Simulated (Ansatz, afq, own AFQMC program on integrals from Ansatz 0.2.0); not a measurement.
**SiH₃O (doublet): AFQMC on the coupled-cluster ladder at distance Si1–O2 = 1.652 Å, cc-pVDZ**

How near does AFQMC come to the top of the ladder for SiH₃O (doublet)?

The runs use Ansatz 0.2.0, Gaussian basis, and an in-house AFQMC program (afq) on its integrals; all values are calculated; cc-pVDZ, frozen cores.

The runs, in order: PBE (unrestricted); r2SCAN (unrestricted); PBE0 (unrestricted); B3LYP (unrestricted); wB97M-V (unrestricted); B2PLYP (unrestricted); CCSD(T) on UHF; Phaseless AFQMC, CISD trial on UHF; Phaseless AFQMC, single-determinant trial on UHF; Free-projection AFQMC, CISD trial on UHF.

1 further run of the same task is left out (it didn't finish).

### 1 The system

The geometry derives from a PBE0/def2-TZVP stationary point (not a proven minimum). One bond is set to the value named and the two fragments are kept rigid.

5 atoms, charge 0, spin multiplicity 2.

Atoms are counted from 1 here; the program's logs count them from 0.

Bond lengths: Si1–O2 1.652 Å, Si1–H3 1.497 Å, Si1–H4 1.487 Å, O2–H5 0.958 Å. Angles: O2–Si1–H3 111.3°, O2–Si1–H4 105.6°, H3–Si1–H4 110.5°, Si1–O2–H5 117.3°.

As a file:

```xyz
5
charge 0, multiplicity 2
Si   -0.0866   -0.0323    0.5791
O     0.0885    0.0997   -1.0586
H     0.6425   -1.2281    1.1084
H     0.4860    1.2186    1.1449
H    -0.1194   -0.6729   -1.5864
```

### 2 PBE (unrestricted)

File in.yaml:

```yaml
crystal:
  periodic: [false, false, false]
  atoms:
    - {symbol: Si, position_ang: [-0.086624, -0.032276, 0.579137]}
    - {symbol: O, position_ang: [0.088491, 0.099651, -1.058633]}
    - {symbol: H, position_ang: [0.642493, -1.228094, 1.108382]}
    - {symbol: H, position_ang: [0.485976, 1.218586, 1.144898]}
    - {symbol: H, position_ang: [-0.119403, -0.672933, -1.586426]}
basis:
  gaussian: {orbitals: cc-pVDZ}
magnetization: {spin_polarized: true, initial_magnetization: 1}
hamiltonian: {xc: {name: PBE}}
output: {orbitals: {seedname: orbitals}}
```

The run is started by

```sh
> ansatz run in.yaml --threads 1 --pin off --events-out ev --progress --plain --max-ram 1382MiB
```

The program printed:

```text
Functional definition: PBE
  name "PBE"
  cite "Perdew, Burke & Ernzerhof, Phys. Rev. Lett. 77, 3865 (1996) doi:10.1103/PhysRevLett.77.3865"
  parent pbe
  parameter kappa = 0.804
  parameter beta = 0.06672455060314922
  exchange = pbe_x(kappa = kappa, mu = beta*pi^2/3)
  correlation = pbe_c(beta = beta)
547 factors; their error is unknown
mean field evaluation 1: about -9961.3923 eV, gradient 3.7e1 eV
mean field evaluation 2: about -9924.0995 eV, gradient 9.7e1 eV
mean field evaluation 4: about -9966.2385 eV, gradient 2.9e0 eV
mean field evaluation 8: about -9966.2786 eV, gradient 2.2e-2 eV
mean field -9966.27859738 eV, -366.2539830675 hartree, gradient 2.0e-5 eV, S^2 0.751393; 0 other end points of the search recorded, 0 dependent functions left out
reference -9966.27862671 eV, -366.2539841453 hartree; 13, 12 occupied and 34, 35 virtual orbitals, 547 factors
Total energy: -9966.27862671 eV, -366.2539841453 hartree
```

Wall time 0.81 s (1 thread of Arm Neoverse V2, shared host).

From the report: ⟨S²⟩ of the determinant 0.751 (pure doublet: 0.75).

### 3 r2SCAN (unrestricted)

Changes to in.yaml since step 2:

```diff
@@ -11,3 +11,2 @@
 magnetization: {spin_polarized: true, initial_magnetization: 1}
-hamiltonian: {xc: {name: PBE}}
-output: {orbitals: {seedname: orbitals}}
+hamiltonian: {xc: {name: r2SCAN}}
```

Launched as before.

The program printed:

```text
Functional definition: r2SCAN
  name "r2SCAN"
  cite "Furness, Kaplan, Ning, Perdew & Sun, J. Phys. Chem. Lett. 11, 8208 (2020) doi:10.1021/acs.jpclett.0c02405"
  cite "Furness, Kaplan, Ning, Perdew & Sun, J. Phys. Chem. Lett. 11, 9248 (2020) doi:10.1021/acs.jpclett.0c03077"
  parent r2scan
  parameter k0 = 0.174
  parameter k1 = 0.065
  parameter a1 = 4.9479
  exchange = r2scan_x(k0 = k0, k1 = k1, a1 = a1)
  correlation = r2scan_c
547 factors; their error is unknown
mean field evaluation 1: about -9966.9043 eV, gradient 3.4e1 eV
mean field evaluation 2: about -9945.4400 eV, gradient 7.8e1 eV
mean field evaluation 4: about -9970.9927 eV, gradient 1.5e0 eV
mean field evaluation 8: about -9970.9917 eV, gradient 1.7e-2 eV
mean field -9970.99165887 eV, -366.4271848824 hartree, gradient 8.6e-5 eV, S^2 0.752600; 0 other end points of the search recorded, 0 dependent functions left out
reference -9970.99166823 eV, -366.4271852267 hartree; 13, 12 occupied and 34, 35 virtual orbitals, 547 factors
Total energy: -9970.99166823 eV, -366.4271852267 hartree
```

Wall time 1.9 s (1 thread of Arm Neoverse V2, shared host).

From the report: ⟨S²⟩ of the determinant 0.753 (pure doublet: 0.75).

### 4 PBE0 (unrestricted)

Changes to in.yaml since step 3:

```diff
@@ -11,2 +11,3 @@
 magnetization: {spin_polarized: true, initial_magnetization: 1}
-hamiltonian: {xc: {name: r2SCAN}}
+hamiltonian: {xc: {name: PBE0}}
+output: {orbitals: {seedname: orbitals}}
```

Same command.

The program printed:

```text
Functional definition: PBE0
  name "PBE0"
  cite "Adamo & Barone, J. Chem. Phys. 110, 6158 (1999) doi:10.1063/1.478522"
  cite "Perdew, Burke & Ernzerhof, Phys. Rev. Lett. 77, 3865 (1996) doi:10.1103/PhysRevLett.77.3865"
  parent pbe
  parameter a = 0.25
  parameter kappa = 0.804
  parameter beta = 0.06672455060314922
  exchange = (1 - a)*pbe_x(kappa = kappa, mu = beta*pi^2/3) + a*exact_x
  correlation = pbe_c(beta = beta)
440 factors; integrals over basis functions are off by at most 1.1e-3 eV
mean field evaluation 1: about -9963.6524 eV, gradient 3.1e1 eV
mean field evaluation 2: about -9955.1102 eV, gradient 5.6e1 eV
mean field evaluation 4: about -9967.0647 eV, gradient 6.5e-1 eV
mean field evaluation 8: about -9967.1605 eV, gradient 4.4e-2 eV
mean field evaluation 16: about -9967.1606 eV, gradient 3.8e-5 eV
mean field -9967.16056669 eV, -366.2863948418 hartree, gradient 3.8e-5 eV, S^2 0.751748; 0 other end points of the search recorded, 0 dependent functions left out
reference -9967.16058871 eV, -366.2863956509 hartree; 13, 12 occupied and 34, 35 virtual orbitals, 440 factors
Total energy: -9967.16058871 eV, -366.2863956509 hartree
```

Wall time 1.1 s (1 thread of Arm Neoverse V2, shared host).

From the report: ⟨S²⟩ of the determinant 0.752 (pure doublet: 0.75).

### 5 B3LYP (unrestricted)

Changes to in.yaml since step 4:

```diff
@@ -11,3 +11,2 @@
 magnetization: {spin_polarized: true, initial_magnetization: 1}
-hamiltonian: {xc: {name: PBE0}}
-output: {orbitals: {seedname: orbitals}}
+hamiltonian: {xc: {name: B3LYP}}
```

The command is unchanged.

The program printed, cut to the lines that bear on the results:

```text
Functional definition: B3LYP
  name "B3LYP"
  cite "Stephens, Devlin, Chabalowski & Frisch, J. Phys. Chem. 98, 11623 (1994) doi:10.1021/j100096a001"
  cite "Becke, Phys. Rev. A 38, 3098 (1988) doi:10.1103/PhysRevA.38.3098"
  cite "Lee, Yang & Parr, Phys. Rev. B 37, 785 (1988) doi:10.1103/PhysRevB.37.785"
  cite "Vosko, Wilk & Nusair, Can. J. Phys. 58, 1200 (1980) doi:10.1139/p80-159"
[...]
440 factors; integrals over basis functions are off by at most 1.1e-3 eV
[...]
mean field -9973.31054457 eV, -366.5124023602 hartree, gradient 1.3e-5 eV, S^2 0.751466; 0 other end points of the search recorded, 0 dependent functions left out
reference -9973.31074106 eV, -366.5124095813 hartree; 13, 12 occupied and 34, 35 virtual orbitals, 440 factors
Total energy: -9973.31074106 eV, -366.5124095813 hartree
```

Run time: 1.1 s. Hardware: 1 thread of Arm Neoverse V2, shared host.

From the report: ⟨S²⟩ of the determinant 0.751 (pure doublet: 0.75).

### 6 wB97M-V (unrestricted)

Changes to in.yaml since step 5:

```diff
@@ -11,2 +11,3 @@
 magnetization: {spin_polarized: true, initial_magnetization: 1}
-hamiltonian: {xc: {name: B3LYP}}
+hamiltonian: {xc: {name: wB97M-V}}
+output: {orbitals: {seedname: orbitals}}
```

The command is unchanged.

The program printed, cut to the lines that bear on the results:

```text
Functional definition: wB97M-V
  name "wB97M-V"
  cite "Mardirossian & Head-Gordon, J. Chem. Phys. 144, 214110 (2016) doi:10.1063/1.4952647"
  cite "Becke, J. Chem. Phys. 107, 8554 (1997) doi:10.1063/1.475007"
  cite "Vydrov & Van Voorhis, J. Chem. Phys. 133, 244103 (2010) doi:10.1063/1.3521275"
  # Of w^i u^j: cxij and so on, Table III.
[...]
  gx(w, u) = 1 - cx + cx01*u + cx10*w
  gss(w, u) = css00 + css04*u^4 + css10*w + css20*w^2 + css43*w^4*u^3
  gos(w, u) = cos00 + cos10*w + (cos20 + cos21*u)*w^2 + (cos60 + cos61*u)*w^6
[...]
      + integral(e_c_pw_mod_opposite_spin*gos(b97_w_opposite, b97_u_opposite)) + vv10(b, c)
440 factors; integrals over basis functions are off by at most 1.1e-3 eV
148 factors; integrals over basis functions are off by at most 9.3e-6 eV
[...]
mean field -9971.21058077 eV, -366.4352301139 hartree, gradient 2.9e-5 eV, S^2 0.751092; 0 other end points of the search recorded, 0 dependent functions left out
reference -9971.21061342 eV, -366.4352313140 hartree; 13, 12 occupied and 34, 35 virtual orbitals, 440 factors
Total energy: -9971.21061342 eV, -366.4352313140 hartree
```

It took 4.7 s on 1 thread of Arm Neoverse V2, shared host.

From the report: ⟨S²⟩ of the determinant 0.751 (pure doublet: 0.75).

### 7 B2PLYP (unrestricted)

Changes to in.yaml since step 6:

```diff
@@ -11,3 +11,3 @@
 magnetization: {spin_polarized: true, initial_magnetization: 1}
-hamiltonian: {xc: {name: wB97M-V}}
-output: {orbitals: {seedname: orbitals}}
+hamiltonian: {xc: {name: B2PLYP}}
+correlation: {electrons: outside_noble_gas}
```

Same command.

The program printed, cut to the lines that bear on the results:

```text
Functional definition: B2PLYP
  name "B2PLYP"
  cite "Grimme, J. Chem. Phys. 124, 034108 (2006) doi:10.1063/1.2148954"
  cite "Becke, Phys. Rev. A 38, 3098 (1988) doi:10.1103/PhysRevA.38.3098"
  cite "Lee, Yang & Parr, Phys. Rev. B 37, 785 (1988) doi:10.1103/PhysRevB.37.785"
[...]
440 factors; integrals over basis functions are off by at most 1.1e-3 eV
[...]
mean field -9964.94136128 eV, -366.2048405471 hartree, gradient 4.4e-6 eV, S^2 0.752454; 0 other end points of the search recorded, 0 dependent functions left out
6 core orbitals not correlated: weight in the atoms' cores, before any rotation towards them, 1.000 or more for the frozen orbitals, at most 0.000 for the correlated occupied ones
reference -9964.94148586 eV, -366.2048451254 hartree; 7, 6 occupied and 34, 35 virtual orbitals, 440 factors
second order -9.17547053 eV of doubles, -0.00000000 eV of singles
Total energy: -9967.41886290 eV, -366.2958870525 hartree
```

It took 1.1 s on 1 thread of Arm Neoverse V2, shared host.

From the report: ⟨S²⟩ of the determinant 0.752 (pure doublet: 0.75).

### 8 CCSD(T) on UHF

Changes to in.yaml since step 7:

```diff
@@ -11,3 +11,2 @@
 magnetization: {spin_polarized: true, initial_magnetization: 1}
-hamiltonian: {xc: {name: B2PLYP}}
-correlation: {electrons: outside_noble_gas}
+correlation: {method: ccsd_t, electrons: outside_noble_gas, hamiltonian_folder: ham}
```

Launched as before.

The program printed, cut to the lines that bear on the results:

```text
Functional definition: HF
  name "HF"
  cite "Fock, Z. Phys. 61, 126 (1930) doi:10.1007/BF01340294"
  parent pbe
[...]
440 factors; integrals over basis functions are off by at most 1.1e-3 eV
[...]
mean field -9946.59752825 eV, -365.5307171174 hartree, gradient 2.9e-6 eV, S^2 0.753500; 0 other end points of the search recorded, 0 dependent functions left out
6 core orbitals not correlated: weight in the atoms' cores, before any rotation towards them, 1.000 or more for the frozen orbitals, at most 0.000 for the correlated occupied ones
reference -9946.59752825 eV, -365.5307171174 hartree; 7, 6 occupied and 34, 35 virtual orbitals, 440 factors
second order -7.49177621 eV of doubles, -0.00000000 eV of singles
cycle   1  -7.84122076 eV  change   -3.5e-1 eV  update   7.1e-2
[...]
cycle  10  -8.14052059 eV  change    1.4e-5 eV  update   1.5e-5
perturbative correction -0.16821762 eV, -0.0061818835 hartree
Total energy: -9954.90626646 eV, -365.8360576145 hartree
```

Wall time 0.96 s (1 thread of Arm Neoverse V2, shared host).

From the report: ⟨S²⟩ of the determinant 0.753 (pure doublet: 0.75); correlation -8.3087 eV; T1 0.015; largest double amplitude 0.02.

This run also writes the integrals to the folder ham.

### 9 Phaseless AFQMC, CISD trial on UHF

It reads the integrals that the CCSD(T) run on this determinant wrote.

The run is started by

```sh
> afq ham --method phaseless --trial cisd --walkers 60 --populations 1 --least-time 40 --time-step 0.005 --steps-per-block 50 --equilibration-blocks 28 --max-blocks 300 --target-error 0.00043 --factor-cut 1e-05 --start spin_pure --seed 9636 --release-times 0.24,0.51,0.99,1.62,2.4 --release-step 0.03 --release-every 4 --taylor-order 6
```

The program printed:

```text
orbitals 41  electrons 7 6  factors 313 of 440
reference energy -365.53071712 Eh
CCSD correlation -0.29915878 Eh in 11 cycles, weight of the determinant in the CISD state 0.8953
energy of the start -365.829781 Eh
 block  time / (1/Eh)  mean weight  energy / Eh
     1     0.250  0.9974  -365.825672
     2     0.500  0.9998  -365.827998
     3     0.750  0.9988  -365.833247
     4     1.000  1.0027  -365.843454
     5     1.250  1.0007  -365.832597
     6     1.500  1.0009  -365.832155
     7     1.750  0.9987  -365.836966
     8     2.000  0.9991  -365.836616
     9     2.250  1.0033  -365.834734
    10     2.500  1.0010  -365.835347
    17     4.250  0.9985  -365.834427
    25     6.250  0.9994  -365.855059
    33     8.250  1.0016  -365.836038
    41    10.250  0.9987  -365.830763
    49    12.250  0.9982  -365.835801
    57    14.250  1.0010  -365.834663
    65    16.250  0.9988  -365.831592
    73    18.250  1.0012  -365.843712
    81    20.250  1.0002  -365.833494
    89    22.250  1.0017  -365.840073
    97    24.250  1.0002  -365.839376
   105    26.250  0.9998  -365.838771
   113    28.250  1.0002  -365.840823
   121    30.250  1.0009  -365.832189
   129    32.250  0.9992  -365.828661
   137    34.250  1.0015  -365.831366
   145    36.250  1.0007  -365.843173
   153    38.250  1.0008  -365.849843
   161    40.250  1.0025  -365.829571
   169    42.250  0.9991  -365.838059
   177    44.250  1.0000  -365.835956
   185    46.250  0.9974  -365.840615
   193    48.250  0.9998  -365.830505
   201    50.250  0.9982  -365.845404
   209    52.250  0.9960  -365.838397
   217    54.250  0.9991  -365.833968
   225    56.250  0.9990  -365.842476
   233    58.250  1.0001  -365.836682
   241    60.250  1.0014  -365.841452
   249    62.250  1.0008  -365.845177
   257    64.250  1.0002  -365.851316
   265    66.250  1.0021  -365.844675
   273    68.250  0.9972  -365.831830
   281    70.250  0.9987  -365.834671
   289    72.250  1.0012  -365.838414
   297    74.250  1.0013  -365.833003
   305    76.250  1.0013  -365.834410
   313    78.250  0.9982  -365.834678
   321    80.250  1.0015  -365.835290
blocks merged  error / Eh  count
     1  0.000320  300
     2  0.000382  150
     4  0.000440  75
     8  0.000454  37
    16  0.000493  18
    32  0.000503  9
released: time / (1/Eh)  energy / Eh  error  mean overlap
  0.24  -365.836605  0.000409  0.9995
  0.51  -365.836187  0.000379  1.0139
  0.99  -365.836975  0.000500  1.0150
  1.62  -365.837916  0.000565  1.0007
  2.40  -365.838154  0.000796  0.9714
energy -365.837313 +/- 0.000493 Eh
```

It took 9.6 min on 1 thread of Arm Neoverse V2, shared host.

Energy -9954.9404 ± 0.0134 eV. Caveats: constraint bias not in the error.

### 10 Phaseless AFQMC, single-determinant trial on UHF

It reads the integrals that the CCSD(T) run on this determinant wrote.

The run is started by

```sh
> afq ham --method phaseless --trial hf --walkers 120 --populations 1 --least-time 40 --time-step 0.005 --steps-per-block 20 --equilibration-blocks 112 --max-blocks 600 --target-error 0.00129 --factor-cut 1e-05 --start spin_pure --seed 4938 --taylor-order 6
```

The program printed:

```text
orbitals 41  electrons 7 6  factors 313 of 440
reference energy -365.53071712 Eh
CCSD correlation -0.29915878 Eh in 11 cycles, weight of the determinant in the CISD state 0.8953
energy of the start -365.530769 Eh
 block  time / (1/Eh)  mean weight  energy / Eh
     1     0.100  1.0041  -365.624273
     2     0.200  1.0023  -365.696001
     3     0.300  1.0041  -365.718024
     4     0.400  1.0022  -365.752109
     5     0.500  0.9986  -365.783575
     6     0.600  1.0008  -365.806764
     7     0.700  1.0016  -365.821889
     8     0.800  1.0035  -365.811227
     9     0.900  1.0012  -365.795428
    10     1.000  1.0010  -365.790374
    18     1.800  0.9986  -365.864889
    35     3.500  0.9988  -365.832713
    52     5.200  1.0012  -365.812198
    69     6.900  1.0011  -365.855410
    86     8.600  0.9997  -365.818968
   103    10.300  0.9993  -365.834060
   120    12.000  0.9987  -365.840722
   137    13.700  0.9981  -365.820462
   154    15.400  1.0026  -365.842080
   171    17.100  1.0008  -365.837442
   188    18.800  1.0007  -365.841959
   205    20.500  1.0000  -365.829681
   222    22.200  0.9996  -365.853252
   239    23.900  1.0026  -365.853824
   256    25.600  1.0015  -365.865882
   273    27.300  1.0002  -365.834961
   290    29.000  0.9996  -365.871000
   307    30.700  1.0001  -365.838654
   324    32.400  1.0005  -365.825030
   341    34.100  1.0024  -365.851788
   358    35.800  1.0018  -365.830766
   375    37.500  0.9998  -365.832007
   392    39.200  0.9999  -365.820013
   409    40.900  1.0004  -365.870624
   426    42.600  1.0002  -365.806292
   443    44.300  0.9976  -365.842551
   460    46.000  0.9989  -365.877102
   477    47.700  1.0010  -365.819256
   494    49.400  1.0024  -365.851976
   511    51.100  0.9999  -365.823347
   528    52.800  1.0003  -365.828949
   545    54.500  1.0003  -365.794278
   562    56.200  0.9989  -365.833987
   579    57.900  0.9985  -365.830498
   596    59.600  0.9999  -365.831250
   613    61.300  0.9984  -365.845360
   630    63.000  0.9987  -365.897034
   647    64.700  1.0009  -365.833262
   664    66.400  0.9992  -365.824980
   681    68.100  0.9989  -365.808637
   698    69.800  1.0007  -365.899406
blocks merged  error / Eh  count
     1  0.000973  600
     2  0.001284  300
     4  0.001628  150
     8  0.001995  75
    16  0.002219  37
    32  0.002758  18
    64  0.002617  9
energy -365.839002 +/- 0.002758 Eh
```

Wall time 5.1 min (1 thread of Arm Neoverse V2, shared host).

Energy -9954.9864 ± 0.0750 eV. Caveats: constraint bias not in the error; error above the target.

### 11 Free-projection AFQMC, CISD trial on UHF

It reads the integrals that the CCSD(T) run on this determinant wrote.

The run is started by

```sh
> afq ham --method free --trial cisd --walkers 60 --time-step 0.03 --max-blocks 80 --target-error 0.00043 --factor-cut 1e-05 --seed 7122 --times 0,0.21,0.42,0.81,1.2,1.8,2.4,3 --taylor-order 8
```

The program printed:

```text
orbitals 41  electrons 7 6  factors 313 of 440
reference energy -365.53071712 Eh
CCSD correlation -0.29915878 Eh in 11 cycles, weight of the determinant in the CISD state 0.8953
repeat  energy at the last time / Eh  error
    10  -365.837594  0.002216
    20  -365.838385  0.001360
    30  -365.836412  0.001206
    40  -365.836252  0.000911
    50  -365.836412  0.000818
    60  -365.836981  0.000773
    70  -365.837075  0.000766
    80  -365.837018  0.000735
time / (1/Eh)  energy / Eh  error  mean overlap
  0.00  -365.830180  0.000406  1.1179
  0.21  -365.834216  0.000384  1.1115
  0.42  -365.835577  0.000298  1.1104
  0.81  -365.836476  0.000342  1.1164
  1.20  -365.836773  0.000428  1.1271
  1.80  -365.836448  0.000453  1.1438
  2.40  -365.836036  0.000568  1.1613
  3.00  -365.837018  0.000735  1.1397
energy -365.837018 +/- 0.000735 Eh
```

It took 5.2 min on 1 thread of Arm Neoverse V2, shared host.

Energy -9954.9324 ± 0.0200 eV. Caveats: remainder of the start not in the error; error above the target.

### 12 AFQMC on the ladder

On the UHF determinant, counted from CCSD(T) (a yardstick, not exact):

```tsv
level	energy (eV)	from CCSD(T) (kcal/mol)	statistical error (kcal/mol)	time
HF	-9946.5975	+191.60		
MP2	-9954.0893	+18.84		
CCSD	-9954.7380	+3.88		
CCSD(T)	-9954.9063	0.00		
Phaseless AFQMC, CISD trial, step 0.005, 60 walkers	-9954.9404	-0.79	0.31	9.6 min
Phaseless AFQMC, single-determinant trial, step 0.005, 120 walkers	-9954.9864	-1.85	1.73	5.1 min
Free-projection AFQMC, CISD trial, step 0.03, 60 walkers	-9954.9324	-0.60	0.46	5.2 min
```

The functionals' totals stand on their own zeros and serve differences with other points: PBE -9966.279 eV; r2SCAN -9970.992 eV; PBE0 -9967.161 eV; B3LYP -9973.311 eV; wB97M-V -9971.211 eV; B2PLYP -9967.419 eV.

### 13 Results

| quantity | value |
| --- | --- |
| Phaseless AFQMC, CISD trial on UHF from CCSD(T) | -0.79 ± 0.31 kcal/mol |
| Phaseless AFQMC, single-determinant trial on UHF from CCSD(T) | -1.85 ± 1.73 kcal/mol |
| Free-projection AFQMC, CISD trial on UHF from CCSD(T) | -0.60 ± 0.46 kcal/mol |

What this shows: On UHF the phaseless walk with the CISD trial lies -0.79 kcal/mol from CCSD(T), within three error bars. Free projection has no constraint; at the last time it gives -0.60 ± 0.46 kcal/mol, and from a start that isn't spin pure other spins can mix in. Error bars are statistical and leave out the constraint, the time step and what remains of the start.
